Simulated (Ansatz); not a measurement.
GaC: from a trial structure to a relaxed crystal

These are results of DFT PBE, scalar-relativistic, plane waves, PAW in Ansatz 0.2.0, not measurements. Cutoff 420 eV, Γ-centred k mesh, Gaussian smearing, no spin polarisation in the final step.

GaC was placed on the wurtzite structure type (P6_3mc, No. 186), with Ga in place of Zn, C in place of O, at a guessed volume.

```xyz
4
Lattice="3.4166 0.0000 0.0000 -1.7083 2.9588 0.0000 0.0000 0.0000 5.4715" Properties=species:S:1:pos:R:3 pbc="T T T"
Ga    0.0000    1.9726    0.0000
Ga    1.7083    0.9863    2.7358
C     0.0000    1.9726    2.0907
C     1.7083    0.9863    4.8264
```

Steps on the 6×6×4 mesh (4 atoms). 5 of 6 steps are shown, and the free energy counts from the last. Trial steps that were taken back and renewals of the plane-wave basis can be among the rows.

```csv
step,ΔF (meV/atom),V (Å³/atom),P (GPa),largest force component (eV/Å)
1,30.9,13.83,-7.03,0.069
2,10.3,13.30,-2.96,0.172
3,3.8,12.89,0.84,0.185
4,-0.7,12.94,-0.18,0.052
6,0.0,12.93,-0.12,0.004
```

A final relaxation ran on a 18×18×8 mesh. The relaxed crystal, P6_3mc (No. 186):

```
Ga C
1.0
     3.25850    0.00000    0.00000
    -1.62925    2.82194    0.00000
     0.00000    0.00000    5.61520
Ga C
2 2
Direct
  0.33333 0.66667 0.01294
  0.66667 0.33333 0.51294
  0.33333 0.66667 0.36916
  0.66667 0.33333 0.86916
```

- Volume per atom: 12.91 Å³
- Density: 5.26 g/cm³
- Energy over the elements: 1.00 eV/atom
- Gap on the 18×18×8 mesh: 0 eV (a metal)

Formation energies are uncorrected and refer to the elements' standard structures at the same level.

The final run used a 18×18×8 mesh on its 4-atom cell and 0.10 eV smearing. The k mesh leaves about 4 meV/atom of noise in metals.

A structure relaxed within its symmetry needn't be a true minimum.

Cost: 3 runs of about 2.1 core-minutes in all, on Intel Xeon Platinum 8488C (Sapphire Rapids) (shared hosts).